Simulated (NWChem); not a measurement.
# C2H5NO (N-methylformamide) at 5 levels

Aim: a comparison of 5 runs (M06-L/cc-pVDZ, TPSS/cc-pVDZ, BLYP/cc-pVDZ, r2SCAN/cc-pVDZ, revPBE/cc-pVDZ) of C2H5NO (N-methylformamide). 

The calculation is run with NWChem 7.3.0.

## Step 1: The structure to begin with

C2H5NO: 9 atoms, total charge 0, spin state singlet. SMILES: `CNC=O`. The shape is that of a PBE0-D4/def2-TZVP optimisation. This is one conformer, not always the lowest.

Bond lengths: C1–N2 1.441 Å, N2–C3 1.351 Å, C3–O4 1.209 Å, C1–H5 1.093 Å, C1–H6 1.093 Å, C1–H7 1.089 Å, N2–H8 1.005 Å, C3–H9 1.106 Å. Some angles: C1–N2–C3 122.9°, N2–C3–O4 125.5°, C1–N2–H8 119.4°, C3–N2–H8 117.6°, N2–C1–H5 111.3°, N2–C1–H6 111.3°, N2–C1–H7 107.5°, N2–C3–H9 112.0°, O4–C3–H9 122.5°, H5–C1–H6 108.9°.

## Step 2: Energy and forces at M06-L/cc-pVDZ (run 1)

c2h5no.nw

```
START c2h5no
TITLE "C2H5NO M06-L"
memory total 2200 mb
GEOMETRY units angstrom noautosym nocenter noautoz
 C    -0.320000    0.595900   -0.882400
 N    -0.338700   -0.404500    0.154300
 C     0.657300   -0.546900    1.055200
 O     1.660900    0.125800    1.103700
 H    -0.361800    0.139400   -1.874400
 H    -1.155500    1.292800   -0.777800
 H     0.613100    1.148900   -0.787900
 H    -1.123200   -1.028900    0.223800
 H     0.456500   -1.368700    1.768300
END
BASIS spherical bse
 * library cc-pVDZ
END
DFT
 xc m06-l
 grid xfine
 convergence energy 1e-08
 maxiter 100
 mulliken
 print low
END
TASK dft gradient
```

Run with:

```
nwchem c2h5no.nw > c2h5no.out
```

Output:

```text
[...]
 d= 0,ls=0.0,diis     1   -209.0792534102 -3.31D+02  2.83D-02  8.95D-01     8.3
[...]
 d= 0,ls=0.0,diis    12   -209.1903837920 -4.73D-09  4.29D-07  3.69D-09    88.6
         Total DFT energy =     -209.190383792008
      One electron energy =     -525.243165179290
           Coulomb energy =      222.319461161478
    Exchange-Corr. energy =      -28.271007736744
 Nuclear repulsion energy =      122.004327962548
[...]
      Total Density - Mulliken Population Analysis
     ---------------------------------------------
    Atom       Charge   Shell Charges
 -----------   ------   -------------------------------------------------------
    1 C    6     5.99   2.01  0.67  0.39  2.08  0.76  0.06
    2 N    7     7.23   2.01  0.76  0.66  2.46  1.31  0.03
    3 C    6     5.76   2.01  0.71  0.33  2.00  0.53  0.19
    4 O    8     8.33   2.01  0.87  0.91  2.79  1.73  0.02
    5 H    1     0.94   0.77  0.14  0.03
    6 H    1     0.94   0.77  0.14  0.03
    7 H    1     0.92   0.75  0.14  0.03
    8 H    1     0.89   0.74  0.09  0.06
    9 H    1     0.99   0.78  0.18  0.03
[...]
                         DFT ENERGY GRADIENTS
    atom               coordinates                        gradient
                 x          y          z           x          y          z
   1 C      -0.604712   1.126088  -1.667494    0.001134   0.002955  -0.002301
   2 N      -0.640050  -0.764394   0.291585    0.003559  -0.001597   0.004442
   3 C       1.242117  -1.033491   1.994039   -0.001936   0.001830  -0.003415
   4 O       3.138646   0.237728   2.085691   -0.010512  -0.007682   0.000197
   5 H      -0.683703   0.263428  -3.542102    0.000305   0.000953   0.004350
   6 H      -2.183578   2.443038  -1.469829    0.003123  -0.003140   0.000468
   7 H       1.158591   2.171106  -1.488915   -0.003885  -0.001905  -0.000858
   8 H      -2.122540  -1.944339   0.422921    0.005077   0.003167   0.000450
   9 H       0.862660  -2.586468   3.341602    0.003136   0.005418  -0.003332
 Task  times  cpu:      110.4s     wall:      110.4s
[...]
```

Wall time 1.9 min (1 thread of Intel Xeon Platinum 8259CL at 2.50GHz (Skylake/Cascade Lake), shared host); peak memory 0.14 GiB.

## Step 3: Energy and gradient at TPSS/cc-pVDZ (run 2)

work.xyz

```xyz
9
C2H5NO TPSS
C     -0.320000     0.595900    -0.882400
N     -0.338700    -0.404500     0.154300
C      0.657300    -0.546900     1.055200
O      1.660900     0.125800     1.103700
H     -0.361800     0.139400    -1.874400
H     -1.155500     1.292800    -0.777800
H      0.613100     1.148900    -0.787900
H     -1.123200    -1.028900     0.223800
H      0.456500    -1.368700     1.768300
```

work.nw

```
start work
title "C2H5NO TPSS"
memory stack 880 mb heap 220 mb global 1100 mb
geometry units angstroms noautosym nocenter noautoz
 load format xyz work.xyz
end
basis spherical bse
 * library cc-pVDZ
end
dft
 xc xtpss03 ctpss03
 grid xfine
 convergence energy 1e-08
 iterations 100
 mulliken
 print low
end
task dft gradient
```

Run with:

```
nwchem work.nw > work.out
```

Output:

```text
[...]
 d= 0,ls=0.0,diis     1   -209.1274788453 -3.31D+02  3.13D-02  9.17D-01     7.7
[...]
 d= 0,ls=0.0,diis    11   -209.2449723534 -1.85D-09  9.80D-08  1.57D-10    76.2
         Total DFT energy =     -209.244972353444
      One electron energy =     -525.241473512794
           Coulomb energy =      222.307265564526
    Exchange-Corr. energy =      -28.315092367723
 Nuclear repulsion energy =      122.004327962548
[...]
      Total Density - Mulliken Population Analysis
     ---------------------------------------------
    Atom       Charge   Shell Charges
 -----------   ------   -------------------------------------------------------
    1 C    6     5.95   2.01  0.67  0.33  2.11  0.77  0.07
    2 N    7     7.16   2.01  0.74  0.63  2.49  1.25  0.03
    3 C    6     5.81   2.01  0.70  0.31  2.02  0.59  0.19
    4 O    8     8.27   2.01  0.86  0.90  2.82  1.67  0.02
    5 H    1     0.96   0.76  0.17  0.03
    6 H    1     0.96   0.76  0.17  0.03
    7 H    1     0.95   0.75  0.17  0.03
    8 H    1     0.92   0.75  0.12  0.05
    9 H    1     1.02   0.77  0.22  0.03
[...]
                         DFT ENERGY GRADIENTS
    atom               coordinates                        gradient
                 x          y          z           x          y          z
   1 C      -0.604712   1.126088  -1.667494    0.000695  -0.002276   0.002907
   2 N      -0.640050  -0.764394   0.291585    0.005291  -0.000500   0.004616
   3 C       1.242117  -1.033491   1.994039    0.007772   0.012337  -0.007156
   4 O       3.138646   0.237728   2.085691   -0.026473  -0.018253  -0.000706
   5 H      -0.683703   0.263428  -3.542102    0.000694   0.003383   0.007859
   6 H      -2.183578   2.443038  -1.469829    0.006692  -0.005341  -0.000424
   7 H       1.158591   2.171106  -1.488915   -0.007310  -0.003316  -0.001868
   8 H      -2.122540  -1.944339   0.422921    0.009523   0.006963  -0.000212
   9 H       0.862660  -2.586468   3.341602    0.003116   0.007005  -0.005015
 Task  times  cpu:       98.4s     wall:       98.4s
[...]
```

Wall time 99 s (1 thread of Intel Xeon Platinum 8259CL at 2.50GHz (Skylake/Cascade Lake), shared host); peak memory 0.14 GiB.

Run 3 isn't shown in full; the table further down has it.

## Step 4: Energy and gradient at r2SCAN/cc-pVDZ (run 4)

run.nw

```
start run
title "C2H5NO"
memory total 2200 mb
charge 0

geometry noautosym nocenter noautoz
  C    -0.320000    0.595900   -0.882400
  N    -0.338700   -0.404500    0.154300
  C     0.657300   -0.546900    1.055200
  O     1.660900    0.125800    1.103700
  H    -0.361800    0.139400   -1.874400
  H    -1.155500    1.292800   -0.777800
  H     0.613100    1.148900   -0.787900
  H    -1.123200   -1.028900    0.223800
  H     0.456500   -1.368700    1.768300
end

basis spherical bse
  * library cc-pVDZ
end

dft
  xc r2scan
  grid xfine
  convergence energy 1e-08
  maxiter 100
  mulliken
end

task dft gradient
```

Run with:

```
nwchem run.nw > run.out
```

Output:

```text
[...]
          Wavefunction type:  closed shell.
          No. of atoms     :     9
          No. of electrons :    32
[...]
          Charge           :     0
          Spin multiplicity:     1
[...]
          AO basis - number of functions:    81
[...]
              XC Information
              --------------
                      r^2SCAN Method XC Functional
               r^2SCAN metaGGA Exchange Functional  1.000
                     r^2SCAN Correlation Potential  1.000
[...]
 d= 0,ls=0.0,diis     1   -208.9890277237 -3.31D+02  2.70D-02  9.23D-01     8.5
[...]
 d= 0,ls=0.0,diis    11   -209.0984989210 -1.88D-09  1.16D-07  1.72D-10    78.7
         Total DFT energy =     -209.098498921016
      One electron energy =     -525.178217334207
           Coulomb energy =      222.225513697854
    Exchange-Corr. energy =      -28.150123247210
 Nuclear repulsion energy =      122.004327962548
[...]
      Total Density - Mulliken Population Analysis
     ---------------------------------------------
    Atom       Charge   Shell Charges
 -----------   ------   -------------------------------------------------------
    1 C    6     5.97   2.01  0.67  0.35  2.09  0.78  0.07
    2 N    7     7.20   2.01  0.74  0.65  2.47  1.29  0.03
    3 C    6     5.79   2.01  0.70  0.32  2.00  0.58  0.19
    4 O    8     8.29   2.01  0.85  0.90  2.82  1.69  0.02
    5 H    1     0.95   0.75  0.17  0.03
    6 H    1     0.95   0.75  0.17  0.03
    7 H    1     0.93   0.73  0.17  0.03
    8 H    1     0.90   0.74  0.11  0.06
    9 H    1     1.01   0.76  0.22  0.03
[...]
  wavefunction    = closed shell
                         DFT ENERGY GRADIENTS
    atom               coordinates                        gradient
                 x          y          z           x          y          z
   1 C      -0.604712   1.126088  -1.667494    0.000580   0.000762  -0.000394
   2 N      -0.640050  -0.764394   0.291585    0.003427  -0.001003   0.003726
   3 C       1.242117  -1.033491   1.994039    0.002270   0.004808  -0.003378
   4 O       3.138646   0.237728   2.085691   -0.015522  -0.011137   0.000052
   5 H      -0.683703   0.263428  -3.542102    0.000439   0.002340   0.005971
   6 H      -2.183578   2.443038  -1.469829    0.004896  -0.004143  -0.000182
   7 H       1.158591   2.171106  -1.488915   -0.005565  -0.002579  -0.001368
   8 H      -2.122540  -1.944339   0.422921    0.006383   0.004530  -0.000005
   9 H       0.862660  -2.586468   3.341602    0.003092   0.006423  -0.004422
[...]
```

It took 1.7 min on 1 thread of Intel Xeon Platinum 8259CL at 2.50GHz (Skylake/Cascade Lake), shared host; peak memory 0.14 GiB.

## Step 5: Energy and forces at revPBE/cc-pVDZ (run 5)

nw.nw

```
start nw
title "C2H5NO"
memory stack 880 mb heap 220 mb global 1100 mb
geometry units bohr noautosym nocenter noautoz
   C  -0.60471236  1.12608780 -1.66749433
   N  -0.64005024 -0.76439422  0.29158474
   C   1.24211698 -1.03349122  1.99403901
   O   3.13864612  0.23772755  2.08569072
   H  -0.68370291  0.26342782 -3.54210265
   H  -2.18357854  2.44303793 -1.46982898
   H   1.15859109  2.17110634 -1.48891521
   H  -2.12254038 -1.94433921  0.42292071
   H   0.86265998 -2.58646815  3.34160271
end
basis spherical bse
   * library cc-pVDZ
end
dft
   xc revpbe cpbe96
   grid xfine
   convergence energy 1e-08
   maxiter 100
   mulliken
   print medium
end
task dft gradient
```

Run with:

```
nwchem nw.nw > nw.out
```

Output:

```text
[...]
          Wavefunction type:  closed shell.
          No. of atoms     :     9
          No. of electrons :    32
[...]
          Charge           :     0
          Spin multiplicity:     1
[...]
          AO basis - number of functions:    81
[...]
              XC Information
              --------------
                        RevPBE Exchange Functional  1.000
            Perdew 1991 LDA Correlation Functional  1.000 local
           PerdewBurkeErnz. Correlation Functional  1.000 non-local
[...]
 d= 0,ls=0.0,diis     1   -209.0303033786 -3.31D+02  3.47D-02  1.02D+00     6.3
[...]
 d= 0,ls=0.0,diis    11   -209.1521200235 -6.71D-09  2.16D-07  7.99D-10    58.7
         Total DFT energy =     -209.152120023480
      One electron energy =     -525.187132178042
           Coulomb energy =      222.232303908350
    Exchange-Corr. energy =      -28.201610876725
 Nuclear repulsion energy =      122.004319122937
[...]
      Total Density - Mulliken Population Analysis
     ---------------------------------------------
    Atom       Charge   Shell Charges
 -----------   ------   -------------------------------------------------------
    1 C    6     5.94   2.01  0.66  0.33  2.12  0.76  0.06
    2 N    7     7.13   2.01  0.74  0.63  2.49  1.24  0.03
    3 C    6     5.83   2.01  0.70  0.31  2.04  0.59  0.19
    4 O    8     8.25   2.01  0.85  0.90  2.82  1.65  0.02
    5 H    1     0.97   0.76  0.18  0.03
    6 H    1     0.97   0.76  0.18  0.03
    7 H    1     0.95   0.74  0.18  0.03
    8 H    1     0.93   0.75  0.12  0.06
    9 H    1     1.03   0.77  0.24  0.03
[...]
  wavefunction    = closed shell
                         DFT ENERGY GRADIENTS
    atom               coordinates                        gradient
                 x          y          z           x          y          z
   1 C      -0.604712   1.126088  -1.667494    0.001540   0.000719   0.000396
   2 N      -0.640050  -0.764394   0.291585    0.007016  -0.001269   0.006730
   3 C       1.242117  -1.033491   1.994039    0.007954   0.011865  -0.006528
   4 O       3.138646   0.237728   2.085691   -0.031906  -0.020918  -0.002000
   5 H      -0.683703   0.263428  -3.542103    0.000745   0.004116   0.011118
   6 H      -2.183579   2.443038  -1.469829    0.008939  -0.007804  -0.000205
   7 H       1.158591   2.171106  -1.488915   -0.009698  -0.005533  -0.001260
   8 H      -2.122540  -1.944339   0.422921    0.011208   0.008250  -0.000300
   9 H       0.862660  -2.586468   3.341603    0.004202   0.010573  -0.007949
[...]
```

Wall time 72 s (1 thread of Intel Xeon Platinum 8259CL at 2.50GHz (Skylake/Cascade Lake), shared host); peak memory 0.14 GiB.

## Step 6: All runs side by side

| run | level | energy (Eh) | largest force (eV/Å) | wall time |
| --- | --- | --- | --- | --- |
| 1 | M06-L/cc-pVDZ | -209.190384 | 0.670 | 1.9 min |
| 2 | TPSS/cc-pVDZ | -209.244972 | 1.654 | 99 s |
| 3 | BLYP/cc-pVDZ | -209.136138 | 1.951 | 71 s |
| 4 | r2SCAN/cc-pVDZ | -209.098499 | 0.982 | 1.7 min |
| 5 | revPBE/cc-pVDZ | -209.152120 | 1.965 | 72 s |

## Step 7: Summary of results

| quantity | value |
| --- | --- |
| run 5: total energy | -209.15212 Eh |
| run 5: dipole moment | 3.60 D |
| run 5: HOMO energy | -5.37 eV |
| run 5: LUMO energy | 0.14 eV |
| run 5: HOMO–LUMO gap | 5.52 eV |
| run 5: largest force on an atom | 1.965 eV/Å |

Over runs 3, 4, 5 the dipole moment (its size) runs from 3.59 D (BLYP/cc-pVDZ) to 3.76 D (r2SCAN/cc-pVDZ). Totals of different functionals can't be ranked against each other. All runs together took 7.6 min, the longest 1.9 min.
